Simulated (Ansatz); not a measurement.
Geometry optimisation, UKS PBE-D4/def2-SVP (Ansatz 0.2.0).

Input file:

```yaml
crystal:
  periodic: [false, false, false]
  atoms:
    - { symbol: B, position_ang: [-1.3452, -0.9985, 0.418] }
    - { symbol: O, position_ang: [0.057, -1.0687, 0.4948] }
    - { symbol: Si, position_ang: [0.6328, 0.4733, 0.0061] }
    - { symbol: H, position_ang: [-1.8777, -1.2285, -0.5995] }
    - { symbol: H, position_ang: [0.2582, 0.7688, -1.3788] }
    - { symbol: H, position_ang: [0.1748, 1.5337, 0.9309] }
    - { symbol: H, position_ang: [0.91858, -1.52012, 0.67918] }
magnetization:
  spin_polarized: true
  initial_magnetization: 1
basis:
  gaussian: { orbitals: def2-SVP }
hamiltonian:
  xc: pbe
  dispersion: d4
relax:
  f_tol: 0.02
  max_steps: 50
```

Launched with:

```bash
$ ansatz run input.yaml --threads 2 --pin off --max-ram 3072MiB --backend cpu --events-out ev --progress --plain --runs-dir out
```

**Question.** Where does it end, and by what steps?

**Answer.** It converged. After 22 steps the energy has fallen by 3.116 eV; H5 moved furthest, 2.26 Å. Parted: Si3–H5 (1.46 → 2.66 Å). Joined: B1–H5 (2.99 → 1.22 Å).

```
step  energy less start (eV)  largest force component (eV/Å)  accepted
   0                  0.0000                           3.229       yes
   1                 -0.7138                           2.610       yes
   2                 -1.1710                           0.818       yes
   3                 -1.3326                           0.789       yes
   4                 -1.6280                           1.594       yes
   5                 -1.9500                           1.727       yes
   6                 -2.1105                           0.873       yes
   7                 -2.2411                           0.469       yes
   8                 -2.3380                           0.383       yes
   9                 -2.4431                           0.600       yes
  10                 -2.5968                           0.974       yes
  11                 -2.7570                           1.171       yes
  12                 -2.9825                           0.734       yes
  13                 -3.0570                           0.913       yes
  14                 -3.0334                           1.347        no
  15                 -3.0967                           0.199       yes
  16                 -3.1101                           0.172       yes
  17                 -3.1124                           0.104       yes
  18                 -3.1132                           0.107       yes
  19                 -3.1151                           0.081       yes
  20                 -3.1156                           0.043       yes
  21                 -3.1144                           0.083        no
  22                 -3.1160                           0.007       yes
```

```xyz
7
Properties=species:S:1:pos:R:3
B -0.826 -0.530 -0.378
O -0.041 -0.799 0.898
Si 1.010 0.474 -0.235
H -0.952 -1.459 -1.148
H -1.643 0.360 -0.230
H 0.904 1.603 0.796
H 0.365 -1.688 0.849
```

Whether the end is a true minimum wasn't checked by a vibrational analysis.

Run time: 24 s on 2 threads of Intel(R) Xeon(R) Platinum 8488C (Sapphire Rapids), with other jobs on the host, peak memory 0.17 GiB.
